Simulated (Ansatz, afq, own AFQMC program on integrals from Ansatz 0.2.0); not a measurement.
Zr, triplet → Zr, singlet

A free Zr atom.

E(singlet, charge +0) − E(triplet, charge +0) at this geometry, on UHF and RHF determinants.

Basis def2-TZVPP with its core potentials. Only valence electrons are correlated. Integrals, coupled cluster, full CI and functionals: Ansatz 0.2.0; the random walks run on the same integrals in our own AFQMC program. The CISD trial takes its coefficients from CCSD amplitudes. Released means that phaseless walkers are propagated on without the constraint, phases kept. Uncertainties: one standard error, sampling alone. No spin–orbit coupling. The metal's outer-core s and p shells are frozen, which shifts wave-function levels against functionals. The errors of all members are added in quadrature.

Full CI on the same integrals is exact in this basis and with this determinant's frozen core.

Errors are counted within def2-TZVPP, not against nature.

Cautions: no spin-orbit coupling; outer-core shells of the metal frozen; Zr (triplet): its ph-AFQMC/CISD value lies 29.0 ± 2.0 meV above full CI; Zr (singlet): another spin lies lower, restricted determinant unstable towards unrestricted (UHF 1.22 eV lower, ⟨S²⟩ 1.40), strong correlation (T1 0.044, weight of the determinant 0.74, largest double 0.30), (T) is large, 10 % of the CCSD correlation, the CCSDT(Q) amplitudes may be one of several solutions (largest double 0.60), the released energies have errors that jump between times, so the bars are unsure, so no released level is given (meV from the phaseless value at times in 1/Eh: -35 ± 3 at 0.60, -53 ± 3 at 1.20, -93 ± 16 at 2.00, -92 ± 5 at 3.00, -96 ± 6 at 4.20), CCSDT(Q) on the UHF determinant differs (568 meV lower), perhaps since the unrestricted series falls towards higher spin, its ph-AFQMC/CISD value lies 238 ± 3 meV above full CI.

| level | vertical spin gap (eV) |
| --- | --- |
| MP2 | 1.334 |
| CCSD | 1.046 |

Problem. From these cheaper values, estimate the vertical spin gap at the reference level in def2-TZVPP.

Solution. 0.737 eV (full CI in def2-TZVPP).

| level | vertical spin gap (eV) | error against FCI (eV) |
| --- | --- | --- |
| HF | 1.749 | 1.012 |
| CCSD(T) | 0.899 | 0.162 |
| CCSDT | 0.788 | 0.051 |
| CCSDT(Q) | 0.737 | 0.000 |
| ph-AFQMC/CISD | 0.946 ± 0.004 | 0.209 ± 0.004 |

Correlation beyond CCSD(T) takes off 0.162 eV. The perturbative (T) step is worth −0.147 eV. Where the cautions show a poor determinant, the low rows tell how each method copes with it, not its usual error.

CCSDT and higher add their correlation energy to the determinant of the CCSD(T) run, since their own runs factorise the integrals more tightly (a shift of under 2 meV). A walk keeps the symmetry of its determinant, which the program's search chose and which needn't be the lowest solution, so a lower state of the same spin and another symmetry isn't excluded.
